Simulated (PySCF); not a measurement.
# One shape, several levels: SO2 (sulfur dioxide)

We compute a comparison of 6 runs (HF/STO-3G, HF/3-21G, B3LYP/6-31G*, BP86/def2-TZVP, MP2/6-31G**, MP2/def2-TZVP) of SO2 (sulfur dioxide). The job is set up through a Python script.

The results are computed with PySCF 2.14.0.

## 1. Starting point

The species is SO2 (3 atoms), meant as a singlet with charge 0. SMILES: `O=S=O`. Geometry: relaxed at PBE0-D4/def2-TZVP.

Bond lengths: O1–S2 1.431 Å, S2–O3 1.431 Å. Angles: O1–S2–O3 118.9°.

## 2. Energy and forces at HF/STO-3G (run 1)

input.py

```python
# O=S=O
import pyscf.grad
from pyscf import gto, scf

mol = gto.M(
    atom='''
O   -0.974420   0.645900  -0.459510
S    0.269520   0.357380   0.186790
O    0.704900  -1.003280   0.272720
''',
    verbose=3,
    max_memory=1860,
    charge=0,
    basis='sto-3g',
)

mf = scf.RHF(mol)
mf.conv_tol = 1e-10
mf.kernel()
if not mf.converged:
    mf = mf.newton().run(mf.mo_coeff, mf.mo_occ)

e_tot = mf.e_tot
print('Final energy', e_tot)
grad = mf.Gradients().kernel()
mf.analyze()
```

Launch:

```console
$ OMP_NUM_THREADS=1 python input.py
```

The program printed:

```text
converged SCF energy = -540.602692506144
Final energy -540.6026925061436
--------------- RHF gradients ---------------
         x                y                z
0 O     0.1580079982    -0.0107526190     0.0849781634
1 S    -0.1251450577    -0.1659394146    -0.0867312496
2 O    -0.0328629406     0.1766920336     0.0017530861
----------------------------------------------
**** MO energy ****
MO #1   energy= -91.0567659511675  occ= 2
MO #2   energy= -20.1871682818779  occ= 2
MO #3   energy= -20.1871196421863  occ= 2
MO #4   energy= -8.9332927701583   occ= 2
MO #5   energy= -6.56732851436347  occ= 2
MO #6   energy= -6.56199170550351  occ= 2
MO #7   energy= -6.5610523028344   occ= 2
MO #8   energy= -1.3996835882167   occ= 2
MO #9   energy= -1.27409790536757  occ= 2
MO #10  energy= -0.746202083050204 occ= 2
MO #11  energy= -0.560700459812858 occ= 2
MO #12  energy= -0.551658295813905 occ= 2
MO #13  energy= -0.521089946834293 occ= 2
MO #14  energy= -0.35868397204894  occ= 2
MO #15  energy= -0.301395279967852 occ= 2
MO #16  energy= -0.282054719239893 occ= 2
MO #17  energy= 0.172088894311298  occ= 0
MO #18  energy= 0.549097646282123  occ= 0
MO #19  energy= 0.644990948961794  occ= 0
 ** Mulliken atomic charges  **
charge of    0O =     -0.42467
charge of    1S =      0.84933
charge of    2O =     -0.42467
Dipole moment(X, Y, Z, Debye):  0.97583,  1.29392,  0.67629
```

It took 0.79 s on 1 thread of Arm Neoverse V2, shared host; peak memory 0.12 GiB.

## 3. Energy and forces at HF/3-21G (run 2)

run.py

```python
from pyscf import gto, scf

system = gto.M(
    atom='O -0.974420 0.645900 -0.459510; S 0.269520 0.357380 0.186790; O 0.704900 -1.003280 0.272720',
    max_memory=1860,
    charge=0,
    verbose=4,
    basis='3-21g',
)

calc0 = scf.RHF(system)
calc0.conv_tol = 1e-10
calc0.kernel()
if not calc0.converged:
    calc0 = calc0.newton().run(calc0.mo_coeff, calc0.mo_occ)

energy = calc0.e_tot
print('E = %.10f Eh' % energy)
grad = calc0.nuc_grad_method().kernel()
dip = calc0.dip_moment()
pop, q = calc0.mulliken_pop()
```

Launch:

```console
$ OMP_NUM_THREADS=1 python run.py
```

The program printed:

```text
PySCF version 2.14.0

[INPUT] num. atoms = 3
[INPUT] num. electrons = 32
[INPUT] charge = 0
[INPUT] spin (= nelec alpha-beta = 2S) = 0
[INPUT] symmetry False subgroup None
[INPUT] Mole.unit = angstrom
[INPUT] Symbol           X                Y                Z      unit          X                Y                Z       unit  Magmom
[INPUT]  1 O     -0.974420000000   0.645900000000  -0.459510000000 AA   -1.841386930299   1.220574103857  -0.868348051499 Bohr   0.0
[INPUT]  2 S      0.269520000000   0.357380000000   0.186790000000 AA    0.509318985093   0.675350322397   0.352981942808 Bohr   0.0
[INPUT]  3 O      0.704900000000  -1.003280000000   0.272720000000 AA    1.332067945206  -1.895924426254   0.515366108691 Bohr   0.0

[... 46 lines left out ...]
converged SCF energy = -544.246614577028
[... 10 lines left out ...]
Dipole moment(X, Y, Z, Debye):  1.42207,  1.88570,  0.98557
[... 35 lines left out ...]
charge of    2O =     -0.70372
```

It took 0.76 s on 1 thread of Arm Neoverse V2, shared host; peak memory 0.12 GiB.

Runs 3 to 5 aren't shown in full; the table further down has their settings and results.

## 4. Energy and forces at MP2/def2-TZVP (run 6)

run.py

```python
# O=S=O
import pyscf.grad
from pyscf import gto, scf, mp

mol = gto.Mole()
mol.atom = [
    ('O', (-0.974420, 0.645900, -0.459510)),
    ('S', (0.269520, 0.357380, 0.186790)),
    ('O', (0.704900, -1.003280, 0.272720)),
]
mol.verbose = 4
mol.max_memory = 1860
mol.spin = 0
mol.basis = 'def2-tzvp'
mol.build()

myscf = scf.RHF(mol)
myscf.conv_tol = 1e-10
myscf.kernel()
if not myscf.converged:
    myscf = myscf.newton().run(myscf.mo_coeff, myscf.mo_occ)

pt = mp.MP2(myscf, frozen=7).run()
e_final = pt.e_tot
print('E = %.10f Eh' % e_final)
grad = pt.Gradients().kernel()
dip = myscf.dip_moment()
pop, q = myscf.mulliken_pop()
```

Launch:

```console
$ OMP_NUM_THREADS=1 python run.py
```

The program printed:

```text
PySCF version 2.14.0

[INPUT] num. atoms = 3
[INPUT] num. electrons = 32
[INPUT] charge = 0
[INPUT] spin (= nelec alpha-beta = 2S) = 0
[INPUT] symmetry False subgroup None
[INPUT] Mole.unit = angstrom
[INPUT] Symbol           X                Y                Z      unit          X                Y                Z       unit  Magmom
[INPUT]  1 O     -0.974420000000   0.645900000000  -0.459510000000 AA   -1.841386930299   1.220574103857  -0.868348051499 Bohr   0.0
[INPUT]  2 S      0.269520000000   0.357380000000   0.186790000000 AA    0.509318985093   0.675350322397   0.352981942808 Bohr   0.0
[INPUT]  3 O      0.704900000000  -1.003280000000   0.272720000000 AA    1.332067945206  -1.895924426254   0.515366108691 Bohr   0.0

[... 46 lines left out ...]
converged SCF energy = -547.302995558482
[... 15 lines left out ...]
Dipole moment(X, Y, Z, Debye):  1.17066,  1.55229,  0.81133
[... 103 lines left out ...]
charge of    2O =     -0.45860
```

It took 11 s on 1 thread of Arm Neoverse V2, shared host; peak memory 1.2 GiB.

## 5. The series

```tsv
run	level	Cartesian functions	integration grid	energy (Eh)	dipole moment (D) of the reference	HOMO energy (eV)	LUMO energy (eV)	wall time
1	HF/STO-3G	no	–	-540.602693	1.76	-7.68	4.68	0.79 s
2	HF/3-21G	no	–	-544.246615	2.56	-12.68	0.25	0.76 s
3	B3LYP/6-31G* (Cartesian functions)	yes	5	-548.584952	1.71	-8.97	-3.34	6.3 s
4	BP86/def2-TZVP	no	5	-548.761715	1.56	-8.04	-4.37	16 s
5	MP2/6-31G** (spherical functions)	no	–	-547.669282	2.25	-13.30	0.56	2 s
6	MP2/def2-TZVP	no	–	-547.954252	2.11	-13.48	0.42	11 s
```

## 6. What came out

| quantity | value |
| --- | --- |
| run 6: total energy | -547.95425 Eh |
| run 6: dipole moment (Hartree–Fock density) | 2.11 D |
| run 6: HOMO energy (Hartree–Fock orbitals) | -13.48 eV |
| run 6: LUMO energy (Hartree–Fock orbitals) | 0.42 eV |
| run 6: HOMO–LUMO gap (Hartree–Fock orbitals) | 13.91 eV |
| run 6: correlation energy (7 core orbitals frozen) | -651.3 mEh |
| run 6: largest force on an atom | 1.164 eV/Å |

Over runs 1, 2, 3, 4 the dipole moment (its size) runs from 1.56 D (BP86/def2-TZVP) to 2.56 D (HF/3-21G). The two ends differ in method and basis. Over runs 1, 2, 3, 4 the HOMO–LUMO gap runs from 3.67 eV (BP86/def2-TZVP) to 12.93 eV (HF/3-21G). Totals of different functionals can't be ranked against each other. In run 1 the basis is minimal, so the values are rough. All runs together took 38 s, the longest 16 s.
